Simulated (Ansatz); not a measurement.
System: zinc-blende HgTe. Method: LDA (Ansatz, a quantum-chemistry and plane-wave program, plane waves, PAW).

Numerical settings: plane-wave cutoff 520 eV, 20×20×20 k mesh, Fermi–Dirac smearing 0.05 eV, perturbation theory, scalar-relativistic PAW data made under PBE.

Computed at the level's own relaxed cell.

Harmonic phonon frequencies (cm⁻¹; i marks an imaginary mode; at Γ without the LO shift):

| q point | frequencies |
|---|---|
| Γ | 0 0 0 116 116 116 |
| X | 20 20 93 133 139 139 |
| L | ? |

### Question
Complete the blanks.

### Answer

- L, frequencies: 21 21 82 128 128 141

Measured, for comparison: zone-centre TO phonon frequency 116 cm⁻¹ (temperature not stated, no zero-point or thermal correction, Raman; as tabulated in Cardona et al. (2009), arXiv:0908.2634). Computed (rounded) less measured: zone-centre TO phonon frequency 0.0 %.

No imaginary mode appears at these points.

Note: the solid has no gap at this level, which affects its response.
